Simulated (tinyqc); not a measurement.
UHF in the sto-6g basis, for H2O+, spin multiplicity 2, step by step. One step of it, computed by the program tinyqc.

Problem. Iteration 2: building the Fock matrix. J_ij = sum D_kl (ij|kl) with D = D(alpha) + D(beta), K_ij = sum D_kl (ik|jl) for each spin; F = H + J - K(s); E = tr D H + tr D J / 2 - 0.5 sum_s tr D(s) K(s) + E_nn.

D(alpha) after iteration 1:
```
            1O 1s      1O 2s    1O 2px     1O 2py     1O 2pz      2H 1s      3H 1s
1O 1s    1.049334  -0.205820  0.000000   0.000000   0.035890  -0.023856  -0.023856
1O 2s   -0.205820   0.888335  0.000000   0.000000  -0.206121   0.061554   0.061554
1O 2px   0.000000   0.000000  1.000000   0.000000   0.000000   0.000000   0.000000
1O 2py   0.000000   0.000000  0.000000   0.569265   0.000000   0.230675  -0.230675
1O 2pz   0.035890  -0.206121  0.000000   0.000000   0.822753   0.141806   0.141806
2H 1s   -0.023856   0.061554  0.000000   0.230675   0.141806   0.129230  -0.057716
3H 1s   -0.023856   0.061554  0.000000  -0.230675   0.141806  -0.057716   0.129230
```

D(beta) after iteration 1:
```
            1O 1s      1O 2s    1O 2px     1O 2py     1O 2pz      2H 1s      3H 1s
1O 1s    1.047362  -0.194584  0.000000   0.000000   0.040239  -0.029423  -0.029423
1O 2s   -0.194584   0.828238  0.000000   0.000000  -0.224913   0.083765   0.083765
1O 2px   0.000000   0.000000  0.000000   0.000000   0.000000   0.000000   0.000000
1O 2py   0.000000   0.000000  0.000000   0.548130   0.000000   0.236846  -0.236846
1O 2pz   0.040239  -0.224913  0.000000   0.000000   0.822309   0.139553   0.139553
2H 1s   -0.029423   0.083765  0.000000   0.236846   0.139553   0.145466  -0.059216
3H 1s   -0.029423   0.083765  0.000000  -0.236846   0.139553  -0.059216   0.145466
```

core Hamiltonian H = T + V (hartree):
```
             1O 1s      1O 2s     1O 2px     1O 2py     1O 2pz      2H 1s      3H 1s
1O 1s   -33.036103  -7.302717   0.000000   0.000000  -0.019695  -1.760973  -1.760973
1O 2s    -7.302717  -9.247889   0.000000   0.000000  -0.219182  -3.731532  -3.731532
1O 2px    0.000000   0.000000  -7.475239   0.000000   0.000000   0.000000   0.000000
1O 2py    0.000000   0.000000   0.000000  -7.635564   0.000000  -2.047102   2.047102
1O 2pz   -0.019695  -0.219182   0.000000   0.000000  -7.565578  -1.607204  -1.607204
2H 1s    -1.760973  -3.731532   0.000000  -2.047102  -1.607204  -5.074115  -1.572178
3H 1s    -1.760973  -3.731532   0.000000   2.047102  -1.607204  -1.572178  -5.074115
```

Two-electron integrals (ij|kl) in chemists' order, unique and non-zero (hartree):
```
(11|11) 4.787491    (21|11) 0.675884    (21|21) 0.121505    (22|11) 1.117379
(22|21) 0.249212    (22|22) 0.817383    (31|31) 0.025762    (32|31) 0.039145
(32|32) 0.180664    (33|11) 1.117381    (33|21) 0.249212    (33|22) 0.817382
(33|33) 0.880663    (41|41) 0.025762    (42|41) 0.039145    (42|42) 0.180664
(43|43) 0.047461    (44|11) 1.117381    (44|21) 0.249212    (44|22) 0.817382
(44|33) 0.785741    (44|44) 0.880663    (51|51) 0.025762    (52|51) 0.039145
(52|52) 0.180664    (53|53) 0.047461    (54|54) 0.047461    (55|11) 1.117381
(55|21) 0.249212    (55|22) 0.817382    (55|33) 0.785741    (55|44) 0.785741
(55|55) 0.880663    (61|11) 0.172826    (61|21) 0.029766    (61|22) 0.059674
(61|33) 0.059544    (61|41) 0.001161    (61|42) 0.002262    (61|44) 0.059793
(61|51) 0.000871    (61|52) 0.001698    (61|54) 0.000187    (61|55) 0.059684
(61|61) 0.007433    (62|11) 0.403202    (62|21) 0.091102    (62|22) 0.328745
(62|33) 0.323414    (62|41) 0.005802    (62|42) 0.042023    (62|44) 0.333643
(62|51) 0.004355    (62|52) 0.031545    (62|54) 0.007679    (62|55) 0.329178
(62|61) 0.022412    (62|62) 0.161566    (63|31) 0.010338    (63|32) 0.057459
(63|43) 0.008756    (63|53) 0.006572    (63|63) 0.023414    (64|11) 0.226342
(64|21) 0.051887    (64|22) 0.199721    (64|33) 0.190614    (64|41) 0.013276
(64|42) 0.081854    (64|44) 0.214399    (64|51) 0.002206    (64|52) 0.018312
(64|54) 0.011282    (64|55) 0.194149    (64|61) 0.013379    (64|62) 0.119379
(64|64) 0.110781    (65|11) 0.169904    (65|21) 0.038949    (65|22) 0.149921
(65|33) 0.143085    (65|41) 0.002206    (65|42) 0.018312    (65|44) 0.147795
(65|51) 0.011994    (65|52) 0.071205    (65|54) 0.012291    (65|55) 0.158883
(65|61) 0.010043    (65|62) 0.089612    (65|64) 0.065582    (65|65) 0.072644
(66|11) 0.531611    (66|21) 0.122337    (66|22) 0.502948    (66|33) 0.482634
(66|41) 0.010536    (66|42) 0.102740    (66|44) 0.521612    (66|51) 0.007909
(66|52) 0.077122    (66|54) 0.029259    (66|55) 0.504597    (66|61) 0.030447
(66|62) 0.306626    (66|64) 0.259030    (66|65) 0.194441    (66|66) 0.774999
(71|11) 0.172826    (71|21) 0.029766    (71|22) 0.059674    (71|33) 0.059544
(71|41) -0.001161   (71|42) -0.002262   (71|44) 0.059793    (71|51) 0.000871
(71|52) 0.001698    (71|54) -0.000187   (71|55) 0.059684    (71|61) 0.007320
(71|62) 0.021650    (71|64) 0.011718    (71|65) 0.009696    (71|66) 0.028972
(71|71) 0.007433    (72|11) 0.403202    (72|21) 0.091102    (72|22) 0.328745
(72|33) 0.323414    (72|41) -0.005802   (72|42) -0.042023   (72|44) 0.333643
(72|51) 0.004355    (72|52) 0.031545    (72|54) -0.007679   (72|55) 0.329178
(72|61) 0.021650    (72|62) 0.131792    (72|64) 0.066846    (72|65) 0.071026
(72|66) 0.206315    (72|71) 0.022412    (72|72) 0.161566    (73|31) 0.010338
(73|32) 0.057459    (73|43) -0.008756   (73|53) 0.006572    (73|63) 0.018521
(73|73) 0.023414    (74|11) -0.226342   (74|21) -0.051887   (74|22) -0.199721
(74|33) -0.190614   (74|41) 0.013276    (74|42) 0.081854    (74|44) -0.214399
(74|51) -0.002206   (74|52) -0.018312   (74|54) 0.011282    (74|55) -0.194149
(74|61) -0.011718   (74|62) -0.066846   (74|64) -0.015795   (74|65) -0.035184
(74|66) -0.091858   (74|71) -0.013379   (74|72) -0.119379   (74|74) 0.110781
(75|11) 0.169904    (75|21) 0.038949    (75|22) 0.149921    (75|33) 0.143085
(75|41) -0.002206   (75|42) -0.018312   (75|44) 0.147795    (75|51) 0.011994
(75|52) 0.071205    (75|54) -0.012291   (75|55) 0.158883    (75|61) 0.009696
(75|62) 0.071026    (75|64) 0.035184    (75|65) 0.056210    (75|66) 0.122033
(75|71) 0.010043    (75|72) 0.089612    (75|74) -0.065582   (75|75) 0.072644
(76|11) 0.157302    (76|21) 0.035869    (76|22) 0.139317    (76|33) 0.136254
(76|44) 0.139023    (76|51) 0.002759    (76|52) 0.023280    (76|55) 0.142675
(76|61) 0.008726    (76|62) 0.067340    (76|64) 0.042824    (76|65) 0.042001
(76|66) 0.130124    (76|71) 0.008726    (76|72) 0.067340    (76|74) -0.042824
(76|75) 0.042001    (76|76) 0.033857    (77|11) 0.531611    (77|21) 0.122337
(77|22) 0.502948    (77|33) 0.482634    (77|41) -0.010536   (77|42) -0.102740
(77|44) 0.521612    (77|51) 0.007909    (77|52) 0.077122    (77|54) -0.029259
(77|55) 0.504597    (77|61) 0.028972    (77|62) 0.206315    (77|64) 0.091858
(77|65) 0.122033    (77|66) 0.339281    (77|71) 0.030447    (77|72) 0.306626
(77|74) -0.259030   (77|75) 0.194441    (77|76) 0.130124    (77|77) 0.774999
```

nuclear repulsion = 9.18529340 hartree

Give: Coulomb J; exchange K(alpha); exchange K(beta); F(alpha); F(beta); total energy of this density.

Solution.

Coulomb J (hartree):
```
         1O 1s  1O 2s  1O 2px  1O 2py  1O 2pz  2H 1s   3H 1s
1O 1s   16.686  2.932   0.000   0.000  -0.006  0.724   0.724
1O 2s    2.932  7.586   0.000   0.000   0.019  3.018   3.018
1O 2px   0.000  0.000   7.524   0.000   0.000  0.000   0.000
1O 2py   0.000  0.000   0.000   7.611   0.000  1.823  -1.823
1O 2pz  -0.006  0.019   0.000   0.000   7.623  1.381   1.381
2H 1s    0.724  3.018   0.000   1.823   1.381  4.635   1.275
3H 1s    0.724  3.018   0.000  -1.823   1.381  1.275   4.635
```

exchange K(alpha) (hartree):
```
        1O 1s   1O 2s  1O 2px  1O 2py  1O 2pz  2H 1s   3H 1s
1O 1s   4.908   0.776   0.000   0.000   0.001  0.204   0.204
1O 2s   0.776   1.339   0.000   0.000  -0.035  0.577   0.577
1O 2px  0.000   0.000   1.147   0.000   0.000  0.000   0.000
1O 2py  0.000   0.000   0.000   1.013   0.000  0.338  -0.338
1O 2pz  0.001  -0.035   0.000   0.000   1.101  0.252   0.252
2H 1s   0.204   0.577   0.000   0.338   0.252  0.553   0.211
3H 1s   0.204   0.577   0.000  -0.338   0.252  0.211   0.553
```

exchange K(beta) (hartree):
```
        1O 1s   1O 2s  1O 2px  1O 2py  1O 2pz  2H 1s   3H 1s
1O 1s   4.880   0.736   0.000   0.000   0.001  0.193   0.193
1O 2s   0.736   1.143   0.000   0.000  -0.043  0.522   0.522
1O 2px  0.000   0.000   0.261   0.000   0.000  0.000   0.000
1O 2py  0.000   0.000   0.000   0.953   0.000  0.332  -0.332
1O 2pz  0.001  -0.043   0.000   0.000   1.049  0.244   0.244
2H 1s   0.193   0.522   0.000   0.332   0.244  0.545   0.197
3H 1s   0.193   0.522   0.000  -0.332   0.244  0.197   0.545
```

F(alpha) (hartree):
```
          1O 1s   1O 2s  1O 2px  1O 2py  1O 2pz   2H 1s   3H 1s
1O 1s   -21.258  -5.147   0.000   0.000  -0.027  -1.241  -1.241
1O 2s    -5.147  -3.001   0.000   0.000  -0.165  -1.290  -1.290
1O 2px    0.000   0.000  -1.099   0.000   0.000   0.000   0.000
1O 2py    0.000   0.000   0.000  -1.037   0.000  -0.563   0.563
1O 2pz   -0.027  -0.165   0.000   0.000  -1.043  -0.478  -0.478
2H 1s    -1.241  -1.290   0.000  -0.563  -0.478  -0.992  -0.508
3H 1s    -1.241  -1.290   0.000   0.563  -0.478  -0.508  -0.992
```

F(beta) (hartree):
```
          1O 1s   1O 2s  1O 2px  1O 2py  1O 2pz   2H 1s   3H 1s
1O 1s   -21.230  -5.107   0.000   0.000  -0.027  -1.230  -1.230
1O 2s    -5.107  -2.805   0.000   0.000  -0.156  -1.236  -1.236
1O 2px    0.000   0.000  -0.213   0.000   0.000   0.000   0.000
1O 2py    0.000   0.000   0.000  -0.977   0.000  -0.556   0.556
1O 2pz   -0.027  -0.156   0.000   0.000  -0.991  -0.470  -0.470
2H 1s    -1.230  -1.236   0.000  -0.556  -0.470  -0.984  -0.494
3H 1s    -1.230  -1.236   0.000   0.556  -0.470  -0.494  -0.984
```

total energy of this density = -75.35131 hartree
